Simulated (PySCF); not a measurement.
BN.
SMILES: `B#N`

Computed, not measured: PySCF 2.14.0, PBE0-D3(BJ)/def2-SVP geometry optimisation, gas phase.

Masses are those of the commonest isotopes; rigid-rotor values at the optimised geometry. 

Task: What are the moment of inertia and the rotational constant?

Result: I = 9.887 u·Å², B = 505379 MHz·u·Å²/I = 51113 MHz (1.7050 cm⁻¹, or 2.453 K as hB/k). For two atoms I = μr² with μ = 6.1635 u and r = 1.2666 Å.

Task: List the first levels of a rigid rotor in a Σ state.

Result: E(J) = BJ(J+1): J = 1: 3.410, J = 2: 10.230, J = 3: 20.460, J = 4: 34.099, J = 5: 51.149, J = 6: 71.608 cm⁻¹.

Task: Where do the first rotational lines fall?

Result: The dipole is 3.05 D; J+1 ← J lies at 2B(J+1): 1 ← 0 at 102.23 GHz, 2 ← 1 at 204.45 GHz, 3 ← 2 at 306.68 GHz, 4 ← 3 at 408.91 GHz, 5 ← 4 at 511.13 GHz, 6 ← 5 at 613.36 GHz.

Task: Estimate the classical rotational partition function at 50 K and 500 K.

Result: Point group C∞v, symmetry number σ = 1; q = kT/(σhB), k/h = 20836.6 MHz/K: 20.4 at 50 K, 204 at 500 K.

No PBE0-D3(BJ)/def2-SVP frequencies stand behind this structure, so it isn't proved a minimum. These are rigid-rotor constants of the computed structure; measured ground-state constants (B0) also hold zero-point vibration.
